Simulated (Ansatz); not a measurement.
## CdCu3O4: from a trial structure to a relaxed crystal

Level of theory: DFT PBE, scalar-relativistic, plane waves, PAW in Ansatz 0.2.0. Cutoff 420 eV, Γ-centred k mesh, Gaussian smearing, collinear spin, first started from parallel moments.

The start puts CdCu3O4 on the sites of a reported VCu3S4 cell (P-43m, No. 215), with Cd in place of V, O in place of S, at a guessed volume.

```xyz
8
Lattice="4.7353 0.0000 0.0000 0.0000 4.7353 0.0000 0.0000 0.0000 4.7353" Properties=species:S:1:pos:R:3 pbc="T T T"
Cd    0.0000    0.0000    0.0000
Cu    2.3676    0.0000    0.0000
Cu    0.0000    2.3676    0.0000
Cu    0.0000    0.0000    2.3676
O     1.1128    1.1128    1.1128
O     1.1128    3.6225    3.6225
O     3.6225    3.6225    1.1128
O     3.6225    1.1128    3.6225
```

Cell and atoms relax at zero pressure; the relaxation can't lower the symmetry of the start. After a coarse first stage the cell is made exact in the group found at 0.06 Å.

The zero of energy is the elements' standard structures at the same level (O₂ as a molecule); no fitted shifts are applied.

Question: Describe the relaxed structure.

Answer: It keeps P-43m (No. 215). Conventional cell: a = 5.070 Å. Cd is coordinated by 4 O at 2.12 Å and 6 Cu at 2.53 Å; Cu is coordinated by 4 O at 2.17 Å and 2 Cd at 2.53 Å; O has 1 Cd at 2.12 Å and 3 Cu at 2.17 Å.

Space group P-43m (No. 215). a = 5.070 Å, b = 5.070 Å, c = 5.070 Å, α = 90.00°, β = 90.00°, γ = 90.00°
```csv
atom,site,symmetry,x,y,z
Cd,1a,-43m,0.0000,0.0000,0.0000
Cu,3d,-42.m,0.5000,0.0000,0.0000
O,4e,.3m,0.2417,0.2417,0.2417
```

Question: What are its volume, energy, gap and moment?

Answer: The volume per atom is 16.29 Å³, the density is 4.68 g/cm³ and the energy over the elements is 0.16 eV/atom. The gap on the 8×8×8 mesh is 0 eV (a metal) and the net moment per atom is 0.37 μB. The largest site moment is 0.48 μB.

The final run used a 8×8×8 mesh on its 8-atom cell and 0.10 eV smearing. The k mesh leaves about 4 meV/atom of noise in metals. Symmetry constrained the relaxation, so the result can be a saddle point. The steps took about 6 core-minutes in all.